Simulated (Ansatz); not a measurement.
System: bcc W. Method: PBEsol in Ansatz (plane waves, PAW).

Settings: plane-wave cutoff 520 eV, 24×24×24 k mesh, Fermi–Dirac smearing 0.05 eV, no spin polarisation, scalar-relativistic PAW data made under PBE.

Computed points:

```json
[
 {"V (Å³/atom)": "14.747", "E − E_lowest (meV/atom)": "63.19"},
 {"V (Å³/atom)": "15.060", "E − E_lowest (meV/atom)": "27.11"},
 {"V (Å³/atom)": "15.374", "E − E_lowest (meV/atom)": "6.56"},
 {"V (Å³/atom)": "15.688", "E − E_lowest (meV/atom)": "0.00"},
 {"V (Å³/atom)": "16.002", "E − E_lowest (meV/atom)": "6.08"},
 {"V (Å³/atom)": "16.315", "E − E_lowest (meV/atom)": "23.57"},
 {"V (Å³/atom)": "16.629", "E − E_lowest (meV/atom)": "51.36"}
]
```

**Question.** Estimate the bulk modulus and its pressure derivative from these points.

**Answer.** V0 = 15.688 Å³/atom, B0 = 322 GPa, B′ = 4.1 (fit to the energies at full precision).

Measured, for comparison: bulk modulus 312 GPa (zero-point energy and finite temperature contributions removed, sources range from 300 to 328; as tabulated in doi:10.1021/acs.jctc.3c00612); equilibrium volume per atom 15.78 Å³/atom (static lattice: zero-point anharmonic expansion removed; as tabulated in Mejia-Rodriguez and Trickey (2018), arXiv:1807.09216). Computed less measured: bulk modulus +3.2 % (inside the range of the sources held), equilibrium volume per atom -0.6 %.

Spin–orbit coupling is not included.

Computed values are for the static lattice.

The result took very roughly 50 core-seconds.

Ansatz is a first-principles code.
